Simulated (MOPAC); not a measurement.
MOPAC input (PM7):

```
PM7 FORCE THERMO(298,298) PRECISE LET CHARGE=-1 GEO-OK AUX(PRECISION=9) THREADS=1
C2HO2

C     0.34948838 1    0.56119538 1    0.33012847 1
C     0.06150092 1   -0.76217457 1   -0.02279287 1
O     0.66890233 1    1.59691699 1   -0.16931888 1
O    -1.08350698 1   -1.25288675 1   -0.07662398 1
H     0.89410408 1   -1.47689181 1    0.10708331 1
```

Task: Which zero-point energy does it print?

Result: 15.15 kcal/mol, from the harmonic wavenumbers of PM7.
